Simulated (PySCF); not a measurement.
Excitations are Tamm–Dancoff values on a coarser integration grid. The basis has no diffuse functions, so Rydberg states are missing or too high.

Species: C2H6O, SMILES `COC` (charge 0, multiplicity 1).

What S1–T1 gap (TDA), brightest of the four lowest singlets (TDA), HOMO–LUMO gap, T1 excitation (TDA) and S1 excitation (TDA) does PBE-D3(BJ)/def2-TZVP // PBE-D3(BJ)/def2-SVP run with PySCF give?


```json
{
 "S1–T1 gap (TDA)": "0.23 eV",
 "brightest of the four lowest singlets (TDA)": "6.47 eV",
 "HOMO–LUMO gap": "6.38 eV",
 "T1 excitation (TDA)": "6.23 eV",
 "S1 excitation (TDA)": "6.47 eV"
}
```
